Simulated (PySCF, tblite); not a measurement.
# Ammonia (NH3): isotopologues and vibrational averages

Aim: rotational constants, zero-point energies and shieldings of isotopologues of Ammonia (NH3) (`N`).

Programs: PySCF 2.14.0 with density-fitted response routines of our own, and tblite 0.8.0. All values are computed, except where a source is named. Atoms count from 0 throughout.

### Step 1. The molecule as given

4 atoms, charge 0, multiplicity 1; geometry from: force field or distance geometry start.

Bonds of the start (Å): N0–H1 1.05, N0–H2 1.03, N0–H3 1.02.

### Step 2. GFN2-xTB relaxation, lowest of a short conformer search

What the job is given:

```
{"job": {"xc": "GFN2-xTB", "basis": "xTB", "kind": "relax"}, "charge": 0, "multiplicity": 1}
N      0.030300    -0.011700     0.241900
H     -0.508900    -0.831900    -0.130300
H     -0.457300     0.840900    -0.078100
H      0.976800     0.021900    -0.124800
```

Run with:

```bash
$ OMP_NUM_THREADS=1 python ens_run.py task.json out
```

One launch serves the whole session.

Standard output:

```text
step      E/eV     max force
  0    -120.39379    1.493
  1    -120.42995    0.613
  2    -120.43760    0.300
  3    -120.44084    0.258
  4    -120.44402    0.100
  5    -120.44423    0.023
  6    -120.44424    0.003
```

Wall time 0.03 s (1 thread of Arm Neoverse V2, shared host).

Gain 0.050 eV; displacement 0.03 Å root mean square.

### Step 3. Tight optimisation and Hessian

What the job is given:

```
{"job": {"xc": "B3LYP", "basis": "pcSseg-2", "grid": 2, "temperatures": [250, 500], "kind": "geom"}, "charge": 0, "multiplicity": 1}
N      0.015276    -0.004524     0.252110
H     -0.470993    -0.804839    -0.133196
H     -0.455529     0.829005    -0.078260
H      0.952183    -0.000550    -0.132069
```

Standard output:

```text
step   0  E = -1539.8891284 eV  max force = 0.03806
step   1  E = -1539.8892093 eV  max force = 0.00649
step   2  E = -1539.8892117 eV  max force = 0.00098
step   3  E = -1539.8892117 eV  max force = 0.00098
step   4  E = -1539.8892117 eV  max force = 0.00031
harmonic wavenumbers (cm-1): 1023.1 1668.0 1668.1 3475.6 3598.3 3598.5
```

It took 20 s on 1 thread of Arm Neoverse V2, shared host; peak memory 0.36 GiB.

### Step 4. Displacements along the modes, parent

What the job is given:

```
{"job": {"xc": "B3LYP", "basis": "pcSseg-2", "grid": 2, "temperatures": [250, 500], "kind": "vib", "mass_numbers": [14, 1, 1, 1]}, "charge": 0, "multiplicity": 1}
N      0.015299    -0.004577     0.253787
H     -0.470237    -0.803459    -0.133723
H     -0.454733     0.827607    -0.078880
H      0.950608    -0.000480    -0.132600
```

Standard output:

```text
mode    cm-1    km/mol   phi_rrr   E(+)/cm-1  E(-)/cm-1
  1   1023.13   178.10     692.5     210.40     160.15
  2   1667.96    21.57     -84.3     297.14     303.32
  3   1668.10    21.57    -104.3     296.50     303.94
  4   3475.61     1.22   -1288.1     581.46     674.08
  5   3598.33     3.28    -848.8     620.88     681.74
  6   3598.48     3.28     441.3     667.09     635.52
```

It took 13 s on 1 thread of Arm Neoverse V2, shared host; peak memory 0.36 GiB.

### Step 5. Displacements along the modes, 2H at atom 1

What the job is given:

```
{"job": {"xc": "B3LYP", "basis": "pcSseg-2", "grid": 2, "temperatures": [250, 500], "kind": "vib", "mass_numbers": [14, 2, 1, 1]}, "charge": 0, "multiplicity": 1}
N      0.015299    -0.004577     0.253787
H     -0.470237    -0.803459    -0.133723
H     -0.454733     0.827607    -0.078880
H      0.950608    -0.000480    -0.132600
```

Standard output:

```text
mode    cm-1    km/mol   phi_rrr   E(+)/cm-1  E(-)/cm-1
  1    944.24   155.03     601.6     193.40     149.73
  2   1419.52     9.74      -0.2     255.62     255.46
  3   1637.87    30.09     141.4     299.95     289.74
  4   2589.64     2.06   -1419.2     418.95     520.80
  5   3520.36     2.01    1581.8     693.84     580.19
  6   3598.08     3.51      -2.7     651.19     651.29
```

It took 13 s on 1 thread of Arm Neoverse V2, shared host; peak memory 0.36 GiB.

### Step 6. Displacements along the modes, 15N at atom 0

What the job is given:

```
{"job": {"xc": "B3LYP", "basis": "pcSseg-2", "grid": 2, "temperatures": [250, 500], "kind": "vib", "mass_numbers": [15, 1, 1, 1]}, "charge": 0, "multiplicity": 1}
N      0.015299    -0.004577     0.253787
H     -0.470237    -0.803459    -0.133723
H     -0.454733     0.827607    -0.078880
H      0.950608    -0.000480    -0.132600
```

Standard output:

```text
mode    cm-1    km/mol   phi_rrr   E(+)/cm-1  E(-)/cm-1
  1   1017.69   176.20    -688.1     159.32     209.25
  2   1664.59    21.28     -85.0     296.51     302.73
  3   1664.73    21.27    -104.2     295.90     303.33
  4   3473.50     1.34    1286.1     673.62     581.14
  5   3588.58     3.06    -846.8     619.17     679.89
  6   3588.73     3.06     433.3     665.03     634.03
```

Run time: 13 s. Hardware: 1 thread of Arm Neoverse V2, shared host; peak memory 0.36 GiB.

### Step 7. Displacements along the modes, 15N at atom 0, 2H at atom 1

What the job is given:

```
{"job": {"xc": "B3LYP", "basis": "pcSseg-2", "grid": 2, "temperatures": [250, 500], "kind": "vib", "mass_numbers": [15, 2, 1, 1]}, "charge": 0, "multiplicity": 1}
N      0.015299    -0.004577     0.253787
H     -0.470237    -0.803459    -0.133723
H     -0.454733     0.827607    -0.078880
H      0.950608    -0.000480    -0.132600
```

Standard output:

```text
mode    cm-1    km/mol   phi_rrr   E(+)/cm-1  E(-)/cm-1
  1    938.40   153.19     597.1     192.18     148.83
  2   1415.65     9.49      -0.2     254.92     254.76
  3   1634.81    29.81     142.1     299.42     289.16
  4   2580.11     1.90   -1411.3     417.49     518.77
  5   3515.14     1.96    1579.5     692.81     579.32
  6   3588.29     3.29      -2.9     649.40     649.51
```

Wall time 13 s (1 thread of Arm Neoverse V2, shared host); peak memory 0.36 GiB.

### Step 8. Displacements along the modes, 2H at atom 1, 2H at atom 2, 2H at atom 3

What the job is given:

```
{"job": {"xc": "B3LYP", "basis": "pcSseg-2", "grid": 2, "temperatures": [250, 500], "kind": "vib", "mass_numbers": [14, 2, 2, 2]}, "charge": 0, "multiplicity": 1}
N      0.015299    -0.004577     0.253787
H     -0.470237    -0.803459    -0.133723
H     -0.454733     0.827607    -0.078880
H      0.950608    -0.000480    -0.132600
```

Standard output:

```text
mode    cm-1    km/mol   phi_rrr   E(+)/cm-1  E(-)/cm-1
  1    778.15   103.18     451.3     157.10     124.41
  2   1211.59    12.78      44.7     219.76     216.47
  3   1211.68    12.78     -61.6     215.92     220.30
  4   2481.16     0.05    -782.6     419.57     475.86
  5   2648.44     3.63    -518.7     460.03     497.26
  6   2648.56     3.63     331.3     490.51     466.78
```

Run time: 13 s. Hardware: 1 thread of Arm Neoverse V2, shared host; peak memory 0.36 GiB.

### Step 9. Displacements along the modes, 2H at atom 1, 2H at atom 2

What the job is given:

```
{"job": {"xc": "B3LYP", "basis": "pcSseg-2", "grid": 2, "temperatures": [250, 500], "kind": "vib", "mass_numbers": [14, 2, 2, 1]}, "charge": 0, "multiplicity": 1}
N      0.015299    -0.004577     0.253787
H     -0.470237    -0.803459    -0.133723
H     -0.454733     0.827607    -0.078880
H      0.950608    -0.000480    -0.132600
```

Standard output:

```text
mode    cm-1    km/mol   phi_rrr   E(+)/cm-1  E(-)/cm-1
  1    857.28   126.75     501.9     173.84     137.57
  2   1262.22    11.57     -49.8     225.29     229.04
  3   1495.98    26.08      -0.0     269.77     269.75
  4   2534.22     0.97    -968.3     423.10     492.68
  5   2648.60     3.47       1.9     478.72     478.61
  6   3560.50     2.93   -2290.7     565.80     730.09
```

It took 12 s on 1 thread of Arm Neoverse V2, shared host; peak memory 0.36 GiB.

### Step 10. Vibrational averages by isotopologue

What the job is given:

```
{"job": {"xc": "B3LYP", "basis": "pcSseg-2", "grid": 2, "temperatures": [250, 500], "kind": "iso"}, "charge": 0, "multiplicity": 1}
N      0.015299    -0.004577     0.253787
H     -0.470237    -0.803459    -0.133723
H     -0.454733     0.827607    -0.078880
H      0.950608    -0.000480    -0.132600
```

Standard output:

```text
parent
  Be/MHz 300638.975 300633.849 188262.193
  B0/MHz 298898.338 298895.635 184450.019
  ZPE/cm-1 7515.8
  <sigma>(0 K)/ppm 252.615 31.055 31.055 31.056
2H at atom 1
  Be/MHz 292538.128 193470.161 141600.251
  B0/MHz 291356.422 192180.93 139071.915
  ZPE/cm-1 6854.9
  <sigma>(0 K)/ppm 253.369 31.162 31.084 31.084
15N at atom 0
  Be/MHz 299916.975 299911.875 188262.193
  B0/MHz 298214.396 298212.048 184459.149
  ZPE/cm-1 7498.9
  <sigma>(0 K)/ppm 252.632 31.057 31.057 31.057
15N at atom 0, 2H at atom 1
  Be/MHz 291673.169 192802.868 141444.99
  B0/MHz 290538.144 191535.046 138928.668
  ZPE/cm-1 6836.2
  <sigma>(0 K)/ppm 253.388 31.164 31.085 31.085
2H at atom 1, 2H at atom 2, 2H at atom 3
  Be/MHz 155144.202 155141.474 94203.457
  B0/MHz 154371.542 154368.928 92806.483
  ZPE/cm-1 5489.8
  <sigma>(0 K)/ppm 254.881 31.226 31.226 31.227
2H at atom 1, 2H at atom 2
  Be/MHz 224974.474 161171.595 112920.276
  B0/MHz 224211.07 160140.758 111080.217
  ZPE/cm-1 6179.4
  <sigma>(0 K)/ppm 254.117 31.195 31.195 31.109
```

Wall time 96 s (1 thread of Arm Neoverse V2, shared host); peak memory 0.36 GiB. This counts the whole study up to here.

Rotational constants (MHz) at equilibrium and in the ground state:

| isotopologue | Be | B0 | zero-point change (cm⁻¹) |
| --- | --- | --- | --- |
| parent | 300639.0, 300633.8, 188262.2 | 298898.3, 298895.6, 184450.0 | 0.0 |
| 2H at atom 1 | 292538.1, 193470.2, 141600.3 | 291356.4, 192180.9, 139071.9 | -660.9 |
| 15N at atom 0 | 299917.0, 299911.9, 188262.2 | 298214.4, 298212.0, 184459.1 | -16.9 |
| 15N at atom 0, 2H at atom 1 | 291673.2, 192802.9, 141445.0 | 290538.1, 191535.0, 138928.7 | -679.6 |
| 2H at atom 1, 2H at atom 2, 2H at atom 3 | 155144.2, 155141.5, 94203.5 | 154371.5, 154368.9, 92806.5 | -2026.0 |
| 2H at atom 1, 2H at atom 2 | 224974.5, 161171.6, 112920.3 | 224211.1, 160140.8, 111080.2 | -1336.4 |

Shieldings of the first species (ppm): at equilibrium, the vibrational parts at 0 K, and the averages:

| atom | equilibrium | anharmonic | harmonic | 0 K | 250 K | 500 K |
| --- | --- | --- | --- | --- | --- | --- |
| N0 | 260.91 | -4.98 | -3.31 | 252.61 | 252.42 | 252.37 |
| H1 | 31.68 | -0.50 | -0.13 | 31.06 | 31.04 | 31.01 |
| H2 | 31.68 | -0.50 | -0.13 | 31.06 | 31.04 | 31.01 |
| H3 | 31.68 | -0.50 | -0.13 | 31.06 | 31.04 | 31.01 |

Isotope effects on the shieldings at 0 K (ppb; positive means more shielded):

| atom | 2H at atom 1 | 15N at atom 0 | 15N at atom 0, 2H at atom 1 | 2H at atom 1, 2H at atom 2, 2H at atom 3 | 2H at atom 1, 2H at atom 2 |
| --- | --- | --- | --- | --- | --- |
| N0 | 754 | 17 | 773 | 2266 | 1502 |
| H1 | 107 | 1 | 108 | 171 | 140 |
| H2 | 28 | 1 | 29 | 171 | 139 |
| H3 | 28 | 1 | 29 | 171 | 53 |

### Step 11. Summary of results

```
                  quantity                             value
               point group                               C3v
   B0 of the first species  298898.3, 298895.6, 184450.0 MHz
         zero-point energy                         7516 cm⁻¹
zero-point change of σ(N0)                         -8.29 ppm
```

What this shows: Zero-point motion changes the shielding of N0 most, by -8.29 ppm. The largest secondary isotope effect is 2266 ppb on N0, 1 bond from the change (2H at atom 1, 2H at atom 2, 2H at atom 3).
